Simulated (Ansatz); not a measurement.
# BCl2 radical: how energies converge with the basis set

One table from this session's results is given with a row withheld; the runs are named, their logs left out.

Method: one geometry, several basis sets; program: Ansatz 0.2.0, Gaussian basis.

Plan: PBE0-D4/def2-SVP; ωB97M-V/def2-SVP; PBE0-D4/def2-QZVPP; ωB97M-V/def2-QZVPP; CCSD(T)/cc-pV(D+d)Z; CCSD(T)/cc-pV(T+d)Z; CCSD(T)/cc-pV(Q+d)Z; the functionals' def2-TZVPP values are taken from earlier runs.

**The relaxed structure**

An earlier PBE0-D4 in a triple-zeta def2 set relaxation fixed the geometry.

3 atoms, charge 0, spin multiplicity 2.

Atoms are counted from 1 here; the program's logs count them from 0.

Bond lengths: Cl1–B2 1.720 Å, B2–Cl3 1.720 Å. Angles: Cl1–B2–Cl3 125.4°.

Geometry (Å):

```xyz
3

Cl    0.3715   -1.5256    0.0300
B    -0.4639   -0.0503   -0.2569
Cl    0.0815    1.5111    0.2137
```

Set-up of the first run:

in.yaml

```yaml
crystal:
  periodic: [false, false, false]
  atoms:
    - {symbol: Cl, position_ang: [0.371479, -1.525645, 0.029984]}
    - {symbol: B, position_ang: [-0.463865, -0.050269, -0.256925]}
    - {symbol: Cl, position_ang: [0.081486, 1.511114, 0.213740]}
basis:
  gaussian: {orbitals: def2-SVP}
magnetization: {spin_polarized: true, initial_magnetization: 1}
hamiltonian: {xc: pbe0, dispersion: d4}
output: {orbitals: {seedname: orbitals}}
```

Launch:

```sh
> ansatz run in.yaml --threads 2 --pin off --events-out ev --progress --plain --max-ram 32768MiB --backend cpu
```

Among the steps run: PBE0-D4 in def2-SVP; ωB97M-V in def2-SVP; PBE0-D4 in def2-QZVPP; ωB97M-V in def2-QZVPP.

One table of the session follows, with a row left open; its other results are not shown here.

```
functional       basis  HOMO (eV)  LUMO (eV)
   PBE0-D4    def2-SVP      -6.27      -1.74
   PBE0-D4  def2-TZVPP          ?          ?
   PBE0-D4  def2-QZVPP      -6.46      -2.03
   ωB97M-V    def2-SVP      -8.05      -0.05
   ωB97M-V  def2-TZVPP      -8.25      -0.46
   ωB97M-V  def2-QZVPP      -8.30      -0.54
```

**Question.** Estimate the row for PBE0-D4, def2-TZVPP.

As computed: HOMO (eV): -6.43; LUMO (eV): -1.97. In the column «HOMO (eV)» it lies between PBE0-D4, def2-QZVPP (-6.46) and PBE0-D4, def2-SVP (-6.27).
